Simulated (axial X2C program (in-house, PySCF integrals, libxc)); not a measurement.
# A two-component session on PN⁻: EOM-EA-CCSD levels

Aim: EOM-EA-CCSD levels of PN⁻, with spin–orbit coupling in the Hamiltonian from the start.

Computed with an in-house X2C program for linear molecules on PySCF integrals. Level: two-component X2C with atomic mean-field terms, P dyall-av3z, N dyall-av3z.

All values are calculated.

## 1. Set-up

task.json

```json
{
 "zs": [
  15,
  7
 ],
 "q": -1,
 "bas": [
  "dyall-av3z",
  "dyall-av3z"
 ],
 "r0": 1.62,
 "eom": "ea",
 "thr": -2.0,
 "nmax": 92,
 "grid": [
  1,
  0.96,
  1.045,
  0.92,
  1.09,
  1.15
 ],
 "rq": 0
}
```

Keys: zs atomic numbers; q charge; bas basis sets; r0 starting distance in Å; eom kind of EOM run; thr threshold in hartree for freezing inner shells (an s shell follows its p shell); nmax most natural virtual spinors; grid distances as factors.

Run with:

```sh
$ python soeom.py task.json out
```

The runs that follow: EOM-EA-CCSD at 1.486 Å.

Q: Predict the outcome of this session. Wanted: next root led by one particle; T1 of the reference.

**Answer**, as computed:

| quantity | value |
| --- | --- |
| lowest root at 1.486 Å | Ω = 1/2, -0.165 eV |
| next root led by one particle | Ω = 3/2, about 80 cm⁻¹ higher |
| T1 of the reference | 0.020 |

**Reading.** The added electron is unbound by 0.17 eV in a spinor of 46% P pπ, 24% P dπ, 21% N pπ. Errors of 0.1 to 0.3 eV are usual at this size, and roots led by higher excitations are left out, so the list is incomplete, and low states of that kind can be missing.
